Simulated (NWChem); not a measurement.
# methanethiol (CH$_{4}$S); SMILES CS

Results from NWChem. The geometry was optimised at PBE0/def2-SVP. Level: PBE0/def2-SVP with SMD (1 M gas to 1 M solution), gas-phase geometry.

For solvent water:

| Item | Result |
|---|---|
| solvation free energy (kcal/mol) | -0.7 |
| cavity-dispersion-structure term (kcal/mol) | 2.0 |
| dipole in solution (D) | 1.98 |

Problem. Estimate the same quantities for solvent n-hexane.

Solution. 
* **solvation free energy (kcal/mol)**: -2.4
* **cavity-dispersion-structure term (kcal/mol)**: -1.2
* **dipole in solution (D)**: 1.75
